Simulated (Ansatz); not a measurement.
## Two structures, one formula

Two relaxed structures of AlH₂O₂, doublet (PBE0-D4/def2-TZVP; forces vanish, vibrations not checked).

A:

```
5
angstrom
O -1.0772 -1.0288 -0.3976
Al -0.1199 -0.3232 0.8115
O 0.9765 0.9079 0.3834
H -1.0254 -0.7617 -1.3162
H 1.5439 1.3454 1.0167
```

B:

```xyz
5
angstrom
O -0.8773 -0.9829 1.3069
Al -0.3668 -0.2597 -0.1880
O 0.9405 0.8034 -0.1932
H -1.1487 -0.6260 -1.4952
H 1.4523 1.0653 0.5695
```

Program: Ansatz 0.2.0. Basis: def2-TZVPP. Cores are frozen in the correlated methods; orbitals are unrestricted. B3LYP uses VWN-RPA correlation.

**Question.** Which structure is lower at CCSD(T), and by how much? (To be estimated.)

**Answer.** The calculation gives: A, by 1.618 eV (electronic energy, against the other). By their contacts, A is AlH₂O₂ ([OH][Al][OH]) and B is AlH₂O₂ ([O][AlH][OH]).

All methods give the same order:

```
   method  E(B) − E(A) (eV)
   PBE-D4             1.794
r2SCAN-D4             1.663
  PBE0-D4             1.692
 B3LYP-D4             1.565
  wB97M-V             1.519
       HF             0.927
      MP2             1.973
     CCSD             1.539
  CCSD(T)             1.618
```

The T1 diagnostic stays at or below 0.016. ⟨S²⟩ of the unrestricted Hartree–Fock references: 0.75 to 0.76 (a pure state has 0.75).

Labels in which every atom is bracketed show which atoms are joined, not bond orders.

For scale, one of the runs: CCSD(T)/def2-TZVPP, 132 basis functions, launched by `ansatz run in.yaml --threads 2 --pin off --events-out ev --progress --plain --max-ram 4352MiB`. The run took 45 s on 2 CPU threads of an Arm Neoverse V1 (shared host), with 1.5 GiB of host memory at its peak.
